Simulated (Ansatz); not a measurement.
Calculated with Ansatz (gas phase, PBE0-D4/def2-TZVP geometries, no zero-point term in ΔE). CCSD(T)/CBS adds triple-zeta CCSD(T) − MP2 to the extrapolated MP2 energy (def2 sets, frozen cores). DFT in def2-TZVPP. Each species was taken in one conformer, which may not be the lowest.

`CC1=CSC1` → `C=C=C(C)S`  (isomerisation)

| species | ωB97M-V energy (Eh) |
| --- | --- |
| `CC1=CSC1` | -554.15513 |
| `C=C=C(C)S` | -554.13588 |

Question: Work out ΔE.

Answer: ΔE = (-554.13588) − (-554.15513) = 0.01925 Eh = +50.5 kJ/mol. CCSD(T)/CBS gives +52.5 kJ/mol.

Largest T1 diagnostic among the species: 0.012.

In def2-TZVPP, CCSD(T) changes the Hartree–Fock value by +15.1 kJ/mol (the triples alone add +1.3 kJ/mol) and MP2 by +25.9 kJ/mol. From PBE to PBE0 (25 % exact exchange), in def2-TZVPP and without D4, ΔE moves by +9.3 kJ/mol.
